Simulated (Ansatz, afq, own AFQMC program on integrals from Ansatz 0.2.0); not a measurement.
GeHO, doublet in cc-pVDZ along one coordinate

```xyz
3

Ge    0.0000    0.0134    0.3432
O     0.0000   -0.1072   -1.4387
H     0.0000    0.7369   -1.8995
```

The Ge1–O2 distance is changed with both sides rigid. Energies in kJ/mol count from this geometry (1.786 Å) at the same level; the start stands on UHF, each point on the determinant named.

Basis cc-pVDZ. Only valence electrons are correlated. Integrals, coupled cluster, full CI and functionals: Ansatz 0.2.0; the random walks run on the same integrals in our own AFQMC program. The CISD trial takes its coefficients from CCSD amplitudes. Released means that phaseless walkers are propagated on without the constraint, phases kept. Error bars are statistical, one sigma. No spin–orbit coupling.

Cautions, each for one point or more: CCSDT(Q) on the ROHF determinant differs, perhaps since the unrestricted series falls towards higher spin; higher spins were not checked; inner d shell frozen; no relativity below Rb; no spin-orbit coupling; unrestricted determinant spin contaminated; walk and cluster series may follow different spin states.

```tsv
r(Ge1–O2) / Å	det.	T1	weight	⟨S²⟩	r2SCAN	CCSD	CCSD(T)
1.569	UHF	0.018	0.90	0.76	95.8	101.3	103.8
1.958	UHF	0.028	0.88	0.76	21.0	20.9	18.4
3.251	UHF¶	0.014	0.90	1.76	362.2§	334.3	345.5
4.846	UHF¶	0.007	0.91	1.76	–	353.0	365.1
```

Estimate the curve of CCSDT(Q), counted from the same start.


```
r(Ge1–O2) / Å  det.     T1  weight  ⟨S²⟩  CCSDT(Q)  ph-AFQMC/CISD  released AFQMC
        1.569   UHF  0.018    0.90  0.76     104.6    103.7 ± 2.7    103.3 ± 2.6*
        1.958   UHF  0.028    0.88  0.76      17.3     18.4 ± 3.0     11.2 ± 3.6*
        3.251  UHF¶  0.014    0.90  1.76     338.4    336.7 ± 3.0    342.0 ± 3.7*
        4.846  UHF¶  0.007    0.91  1.76     367.2    370.4 ± 2.3    363.4 ± 2.4*
```

Weight is that of the determinant in the CISD state; at the start T1 is 0.023 and the weight 0.89, and ⟨S²⟩ is 0.76. ¶ marks points with a poor determinant and no full CI, where no value is sure; they don't count among the departures. An asterisk marks released energies that aren't shown to be converged. A dash marks a missing value, a released energy that hasn't settled or a functional that sits on another state. § marks a functional whose ⟨S²⟩ is too high by over 0.1. Largest departures from CCSDT(Q), at the points where its series has closed: CCSD(T) 1.2 kJ/mol at 1.958 (on UHF), ph-AFQMC/CISD 1.1 kJ/mol at 1.958 (on UHF) (within the noise), r2SCAN -8.8 kJ/mol at 1.569, CCSD 3.6 kJ/mol at 1.958 (on UHF). Functionals count only at points shown to share the start's state and spin. In this small basis the wave-function levels are far from their limit, so their gap to the functionals isn't the functionals' error.

A walk keeps the symmetry of its determinant, which the program's search chose and which needn't be the lowest solution, so a lower state of the same spin and another symmetry isn't excluded.
